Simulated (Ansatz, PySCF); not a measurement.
Gas-phase enthalpy of formation at 298 K, by the atomisation route, of CC(C)C (SMILES; C4H10, 2-methylpropane). Structures are relaxed separately at B3LYP-D3(BJ)/def2-TZVP in Ansatz (a quantum-chemistry and plane-wave program). Cores are frozen in the correlated levels unless marked. UHF or UKS for open shells. No spin-orbit coupling. Non-relativistic. Basis-set limits of correlation are two-point, X^-3; Hartree-Fock from the larger set. The bracket is a focal-point correction in the basis named. Thermal terms are rigid-rotor harmonic-oscillator values from B3LYP-D3(BJ) frequencies (PySCF) at 298.15 K and 1 atm. 1 Eh = 627.5095 kcal/mol.

```
species  count  E, RI-MP2/CBS(cc-pVTZ,cc-pVQZ)+[CCSD(T)-MP2]/cc-pVTZ (Ansatz) (Eh)  E, PBE/def2-TZVPD (Ansatz) (Eh)  measured ΔHf at 0 K (kcal/mol)  H(298) - H(0) of the element (kcal/mol)
-------  -----  ------------------------------------------------------------------  -------------------------------  ------------------------------  ---------------------------------------
CC(C)C       1                                                          -158.24115                       -158.27255                               -                                        -
C atom       4                                                           -37.79136                        -37.79605                          169.98                                     0.25
H atom      10                                                            -0.49995                         -0.49962                           51.63                                     1.01
```

Molecule: zero-point energy 82.31, H(298) - H(0) 4.17 kcal/mol. The route leaves out scalar relativity and anharmonic zero-point terms, the atoms' spin-orbit terms, and in the frozen-core level the core correlation. Atomic data: G2/97 table in ASE.

Measured: -32.4 kcal/mol (Active Thermochemical Tables 1.112 (ions: stationary electron), as tabulated in the package chemicals).

Task: Work out De, D0 and ΔHf at 0 and 298 K at both levels, and their errors against the measured value.

Result: 
The atoms' values sum to 1196.22 (0 K) and 11.10 (thermal), in kcal/mol.
- RI-MP2/CBS(cc-pVTZ,cc-pVQZ)+[CCSD(T)-MP2]/cc-pVTZ: De = 1302.84; D0 = 1302.84 - 82.31 = 1220.53; ΔHf(0 K) = 1196.22 - 1220.53 = -24.31; ΔHf(298 K) = -24.31 + 4.17 - 11.10 = -31.24; error +1.2.
- PBE/def2-TZVPD: De = 1312.84; D0 = 1312.84 - 82.31 = 1230.53; ΔHf(0 K) = 1196.22 - 1230.53 = -34.31; ΔHf(298 K) = -34.31 + 4.17 - 11.10 = -41.24; error -8.8.
